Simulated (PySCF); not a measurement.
Gas-phase reaction: 4 ethylsilane + 2 SiH = 3 Si2H6 + 4 C2H4

Energies from PySCF, thermal terms from the rigid-rotor harmonic-oscillator model, ideal gas at 1 bar. † marks an energy on the PBE0/def2-TZVP geometry and frequencies; other levels use their own. CCSD(T) freezes the core. 6-31G* has spherical d functions here. Open shells (unrestricted): SiH (multiplicity 2, electronic degeneracy 4); the rest are closed-shell singlets. Spin-orbit splitting is ignored; it lowers the true energy and changes the entropy of SiH. CCSD(T) isn't extrapolated to the basis-set limit; its ΔH°(298 K) is -126.3 kJ in def2-SVP and -154.7 kJ in def2-TZVPP. The harmonic model lacks anharmonicity and excited electronic states, which grow with temperature; levels with a mode under 35 cm⁻¹ are left out. Internal rotation in ethylsilane, Si2H6 is treated as a harmonic vibration of one conformer, which makes the entropy rough.

ΔH° and ΔS° at 298 K: BLYP/def2-TZVP† -232 kJ, 109 J/K; CCSD(T)/def2-SVP† -126 kJ, 109 J/K; HF/6-31G* -67 kJ, 107 J/K.

**Question.** With the heat capacities included, give log10 K (1 bar) at 500, 600, 1000, 1600, 2000 K from BLYP/def2-TZVP†, CCSD(T)/def2-SVP†, HF/6-31G*.

**Answer.** 
| T (K) | BLYP/def2-TZVP† | CCSD(T)/def2-SVP† | HF/6-31G* |
|---|---|---|---|
| 500 | 30.0 | 18.9 | 12.6 |
| 600 | 26.0 | 16.8 | 11.5 |
| 1000 | 17.9 | 12.4 | 9.2 |
| 1600 | 13.3 | 9.8 | 7.8 |
| 2000 | 11.7 | 8.9 | 7.3 |
